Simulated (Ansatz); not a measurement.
**Potassium, bcc under PBE: testing the cold (Marzari-Vanderbilt) smearing**

A convergence test of the cold (Marzari-Vanderbilt) smearing width. The geometry was relaxed under PBE beforehand and stays fixed; 7 values are run, from 0.01 to 1.0 eV. Wanted are the values from which on the energy stays within 10 and 1 meV/atom, and the pressure within 0.5 GPa, of the narrowest run. Within the series other settings stay, but some runs also write fields, which adds to their time. Spin polarisation is left out.

Program: Ansatz 0.2.0. Level of theory: DFT PBE, plane waves with PAW, scalar-relativistic. These are calculated values, not measurements.

### Step 1. The starting structure

Symmetry: Im-3m, No. 229, cubic system. The conventional cell has a = 5.283 Å, b = 5.283 Å, c = 5.283 Å, α = 90.00°, β = 90.00°, γ = 90.00°.

As a file:

```
CELL_PARAMETERS angstrom
-2.64171 2.64171 2.64171
2.64171 -2.64171 2.64171
2.64171 2.64171 -2.64171
ATOMIC_POSITIONS crystal
K 0.00000 0.00000 0.00000
```

### Step 2. With a width of 0.01 eV

The run at 0.01 eV.

The input, input.yaml:

```yaml
crystal:
  lattice:
    - [-2.6417142217, 2.6417142217, 2.6417142217]
    - [2.6417142217, -2.6417142217, 2.6417142217]
    - [2.6417142217, 2.6417142217, -2.6417142217]
  atoms:
    - { symbol: K, position: [0.0, 0.0, 0.0] }
hamiltonian:
  xc: pbe
  pseudopotentials:
    kind: paw
    azcp:
      K: "pseudopotentials/K.paw.azcp"
basis:
  ecutwfc: 420
  fft_grid_basis: typed
kpoints:
  mp_grid: { grid: [9, 9, 9], shift: [0, 0, 0] }
magnetization:
  spin_polarized: false
scf:
  occupations: { method: cold, width: 0.01 }
  lower_state_search: "off"
output:
  stress: true
  write_density: true
  write_potential: true
  elf: true
  volumetric_format: npy
```

Started as:

```
$ ansatz run input.yaml --threads 1 --pin off --max-ram 3584MiB --backend cpu --events-out ev --progress --plain --runs-dir out
```

### Step 3. With a width of 0.03 eV

The run at 0.03 eV.

Changes to input.yaml since step 2:

```diff
@@ -21,3 +21,3 @@
 scf:
-  occupations: { method: cold, width: 0.01 }
+  occupations: { method: cold, width: 0.03 }
   lower_state_search: "off"
```

### Step 4. With a width of 0.1 eV

The run at 0.1 eV.

Changes to input.yaml since step 3:

```diff
@@ -21,3 +21,3 @@
 scf:
-  occupations: { method: cold, width: 0.03 }
+  occupations: { method: cold, width: 0.1 }
   lower_state_search: "off"
@@ -25,5 +25 @@
   stress: true
-  write_density: true
-  write_potential: true
-  elf: true
-  volumetric_format: npy
```

### Step 5. With a width of 0.2 eV

The run at 0.2 eV.

Changes to input.yaml since step 4:

```diff
@@ -21,3 +21,3 @@
 scf:
-  occupations: { method: cold, width: 0.1 }
+  occupations: { method: cold, width: 0.2 }
   lower_state_search: "off"
```

### Step 6. With a width of 0.3 eV

The run at 0.3 eV.

Changes to input.yaml since step 5:

```diff
@@ -21,3 +21,3 @@
 scf:
-  occupations: { method: cold, width: 0.2 }
+  occupations: { method: cold, width: 0.3 }
   lower_state_search: "off"
@@ -25 +25,5 @@
   stress: true
+  write_density: true
+  write_potential: true
+  elf: true
+  volumetric_format: npy
```

### Step 7. With a width of 0.6 eV

The run at 0.6 eV.

Changes to input.yaml since step 6:

```diff
@@ -21,3 +21,3 @@
 scf:
-  occupations: { method: cold, width: 0.3 }
+  occupations: { method: cold, width: 0.6 }
   lower_state_search: "off"
@@ -25,5 +25 @@
   stress: true
-  write_density: true
-  write_potential: true
-  elf: true
-  volumetric_format: npy
```

### Step 8. With a width of 1.0 eV

The run at 1.0 eV.

Changes to input.yaml since step 7:

```diff
@@ -21,3 +21,3 @@
 scf:
-  occupations: { method: cold, width: 0.6 }
+  occupations: { method: cold, width: 1.0 }
   lower_state_search: "off"
```

(Steps that only read results are left out.)

Q: Predict the outcome of this session.

The runs gave:

```
                                           quantity                       value
       E(σ → 0) stays within 10 meV/atom of 0.01 eV                up to 1.0 eV
                   E(σ → 0) stays within 1 meV/atom                up to 0.3 eV
                      pressure stays within 0.5 GPa                up to 1.0 eV
                                pressure at 0.01 eV                   -0.01 GPa
energy of a separate run on a finer mesh (14×14×14)  +2.6 meV/atom from 0.01 eV
```

What this shows: The far end, 1.0 eV, lies +3.7 meV/atom and +0.1 GPa from the yardstick. The free energy F moves by -32.5 meV/atom over the range, and the estimate for σ → 0 by +3.7. This scheme cancels the term in the square of the width, so F moves little up to 0.2 eV. The mesh (9×9×9) is fixed, so the narrowest widths carry a k-point error of their own. The yardstick itself is unsettled by 2.6 meV/atom against the finer mesh, so the thresholds above hold only within this series, and wider smearing, which averages over more states, can land nearer the fine-mesh value than the narrowest does. The cell taken over is 3 % larger than the measured one (71.32 Å³/atom, COD).
